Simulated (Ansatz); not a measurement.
Mulliken charges of `N=C(F)S` from PBE/def2-TZVPP in Ansatz (PBE0-D4/def2-TZVP geometry).

| atom | x (Å) | y (Å) | z (Å) | charge (e) |
| --- | --- | --- | --- | --- |
| N1 | 0.951 | -0.134 | -0.831 | -0.178 |
| C2 | 0.297 | -0.460 | 0.175 | 0.119 |
| F3 | 0.691 | -1.513 | 0.888 | -0.121 |
| S4 | -1.148 | 0.184 | 0.954 | -0.084 |
| H5 | 0.576 | 0.677 | -1.308 | 0.157 |
| H6 | -1.324 | 1.183 | 0.077 | 0.107 |

Question: By hand: the dipole of these point charges (1 e Å = 4.8032 D).

Answer: Σ q r = (-0.172, 0.370, -0.216) e Å, of length 0.462 e Å = 2.22 D.

Question: How does the dipole of the full density compare? (An estimate is asked.)

Answer: Computed: (-0.378, 0.437, -0.080) e Å, 2.80 D; the point charges give 0.79 times that, at 25° from its direction.

Point charges leave out the atoms' own dipoles, such as those of lone pairs, and Mulliken's split depends on the basis, so the two needn't agree.
